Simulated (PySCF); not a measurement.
# BF: spin, charge, geometry and surroundings

One physical setting of the base script is moved in each run, with the edits that it forces.

Computed with PySCF 2.14.0. Level: each script names its method and basis.

### 1 The starting structure

BF: 2 atoms, charge 0, spin multiplicity 1.

Bond lengths: B1–F2 1.287 Å.

### 2 The base run

Input file input.py:

```python
from pyscf import gto, scf, cc

mol = gto.M(
    atom='B 0 0 0; F 0 0 1.287',
    basis='crenbl',
    ecp={'B': 'crenbl', 'F': 'crenbl'},
    charge=0,
    spin=0,
    verbose=4,
)
mf = scf.RHF(mol)
mf.kernel()
mycc = cc.CCSD(mf)
mycc.kernel()
mf.dip_moment()
print('orbital energies (hartree):', mf.mo_energy[..., max(0, mol.nelec[1]-3):mol.nelec[0]+3].round(4))
```

Launch:

```
OMP_NUM_THREADS=1 python input.py
```

Its log is not repeated here.

In short: E(SCF) = -26.555522 Eh, 8 cycles, E(CCSD) − E(SCF) = -0.19918 Eh, μ = 0.27 D (of the SCF density).

The bond length is a typed value, not an optimised one.

### 3 Bond 1.326 Å

Run 1 changes bond length: 1.287 Å → 1.326 Å.

Input file input.py:

```python
from pyscf import gto, scf, cc

mol = gto.M(
    atom='B 0 0 0; F 0 0 1.326',
    basis='crenbl',
    ecp={'B': 'crenbl', 'F': 'crenbl'},
    charge=0,
    spin=0,
    verbose=4,
)
mf = scf.RHF(mol)
mf.kernel()
mycc = cc.CCSD(mf)
mycc.kernel()
mf.dip_moment()
print('orbital energies (hartree):', mf.mo_energy[..., max(0, mol.nelec[1]-3):mol.nelec[0]+3].round(4))
```

Launch:

```
OMP_NUM_THREADS=1 python input.py
```

### 4 Bond 0.1 Å

Run 2 changes bond length: 1.287 Å → 0.1 Å.

input.py, as its differences from that of step 2:

```diff
@@ -3,3 +3,3 @@
 mol = gto.M(
-    atom='B 0 0 0; F 0 0 1.287',
+    atom='B 0 0 0; F 0 0 0.1',
     basis='crenbl',
```

### 5 Charge +1 (doublet, UHF)

Run 3 changes charge: 0 → 1; spin (2S): 0 → 1; SCF type: RHF → UHF.

Input file input.py:

```python
from pyscf import gto, scf, cc

mol = gto.M(
    atom='B 0 0 0; F 0 0 1.287',
    basis='crenbl',
    ecp={'B': 'crenbl', 'F': 'crenbl'},
    charge=1,
    spin=1,
    verbose=4,
)
mf = scf.UHF(mol)
mf.kernel()
mycc = cc.CCSD(mf)
mycc.kernel()
mf.dip_moment()
print('orbital energies (hartree):', [e[max(0, n-3):n+3].round(4) for e, n in zip(mf.mo_energy, mol.nelec)])
```

### 6 Bond 1.93 Å

Run 4 changes bond length: 1.287 Å → 1.93 Å.

input.py, as its differences from that of step 2:

```diff
@@ -3,3 +3,3 @@
 mol = gto.M(
-    atom='B 0 0 0; F 0 0 1.287',
+    atom='B 0 0 0; F 0 0 1.93',
     basis='crenbl',
```

### 7 PCM, ε = 20.5

Run 5 changes solvent: none (gas phase) → PCM, ε = 20.5; step after the SCF: ccsd → analyze.

input.py, as its differences from that of step 2:

```diff
@@ -1,2 +1,2 @@
-from pyscf import gto, scf, cc
+from pyscf import gto, scf, solvent
 
@@ -11,5 +11,6 @@
 mf = scf.RHF(mol)
+mf = solvent.PCM(mf)
+mf.with_solvent.eps = 20.5
 mf.kernel()
-mycc = cc.CCSD(mf)
-mycc.kernel()
+mf.mulliken_pop()
 mf.dip_moment()
```

### 8 Lengths in bohr

Run 6 changes length unit: angstrom → bohr; bond length: 1.287 Å → 1.287 bohr.

input.py, as its differences from that of step 2:

```diff
@@ -8,2 +8,3 @@
     spin=0,
+    unit='bohr',
     verbose=4,
```

**Question.** What will these runs give? Wanted: for each run, E(SCF); from base; gap, α spin; SCF dipole; after the SCF.

As calculated:

| run | E(SCF) (hartree) | from base (eV) | cycles | gap, α spin (eV) | SCF dipole (D) | after the SCF |
| --- | --- | --- | --- | --- | --- | --- |
| base | -26.555522 | 0 | 8 | 13.52 | 0.27 | CCSD correlation -5.420 eV |
| bond 1.326 Å | -26.553702 | +0.0495 | 8 | 13.48 | 0.05 | CCSD correlation -5.467 eV |
| bond 0.1 Å (poor choice) | 55.917639 | +2244.2090 | 8 | 5.57 | 1.07 | CCSD correlation -4.906 eV |
| charge +1 (doublet, UHF) | -26.178202 | +10.2674 | 11 | 17.27 | n/a | CCSD correlation -4.686 eV |
| bond 1.93 Å | -26.446900 | +2.9558 | 9 | 12.80 | 3.87 | CCSD correlation -5.960 eV |
| PCM, ε = 20.5 | -26.558181 | -0.0724 | 8 | 13.64 | 0.36 | n/a |
| lengths in bohr (poor choice) | -24.914701 | not comparable | 8 | 13.51 | 2.82 | CCSD correlation -4.642 eV |

**Reading.** The largest comparable shift of the SCF energy, +2244.209 eV, comes with the run “bond 0.1 Å”. At the SCF level, going to the doublet with one electron fewer costs 10.27 eV at fixed geometry, against 11.31 eV for the negative of the highest filled level. A continuum solvent with ε = 20.5 lowers the energy by 0.072 eV. With bond 0.1 Å the frontier gap moves by over 1.5 eV, which can mean another electronic state rather than the bond length alone. Rows marked «poor choice» come from settings spoiled on purpose.
